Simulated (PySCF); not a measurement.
Compound: C₃H₈N (doublet state).
SMILES with atom numbers: `[CH3:1][CH2:2][CH2:3][NH:4]` (hydrogens: H5, H6, H7 on C1; H8, H9 on C2; H10, H11 on C3; H12 on N4)

Geometry (GFN2-xTB, Å), atoms numbered from 1 in this order:
```xyz
12
C3H8N angstrom
C      1.527   -0.048   -0.005
C      0.120    0.388    0.381
C     -0.950   -0.380   -0.397
N     -2.289   -0.086   -0.155
H      1.670   -1.107    0.198
H      2.268    0.512    0.561
H      1.705    0.126   -1.065
H     -0.034    0.226    1.452
H      0.001    1.458    0.187
H     -0.827   -1.469   -0.242
H     -0.786   -0.264   -1.485
H     -2.404    0.645    0.544
```

The hyperfine couplings belong to this conformer and change with its torsions.

Computed, not measured: UKS B3LYP, pcH-1 on C H N, non-relativistic, mean-field spin-orbit, GIAO (PySCF). Geometry: GFN2-xTB, one conformer, isolated molecule. A GFN2-xTB geometry isn't a minimum of the functional, and hyperfine couplings can be far from their values at a DFT geometry. No stability test was run, so a lower SCF solution isn't excluded.

Q: Where do the isotropic ENDOR lines of N4, H10/H11, H12 and H8/H9 fall at 1215.5 mT, to first order?

A: ν± = |νn ± a/2|, one line for each electron-spin manifold; νn = |g_N| × 7.62259 MHz/T × B.

```
 nuclei  isotope     g_N  νn (MHz)  a_iso (MHz)  lower line (MHz)  upper line (MHz)
     N4      14N  0.4038      3.74        31.25             11.88             19.37
H10/H11       1H  5.5857     51.75       168.28             32.39            135.89
    H12       1H  5.5857     51.75       -59.71             21.90             81.61
  H8/H9       1H  5.5857     51.75        -1.06             51.22             52.28
```

Q: Which pairs are centred on the nuclear Larmor frequency, and which on half the coupling?

A: Centred on νn, since |a| < 2νn: H12 and H8/H9. Centred on |a|/2 and split by 2νn: N4 and H10/H11.

Q: At what field would the lower line of H10/H11 fall to zero frequency?

A: Where νn = |a|/2, that is B = 84.14 MHz/(5.5857 × 7.62259 MHz/T) = 1980 mT, as far as first order holds there.

Means are taken over nuclei equivalent by connectivity, which assumes that they swap fast.
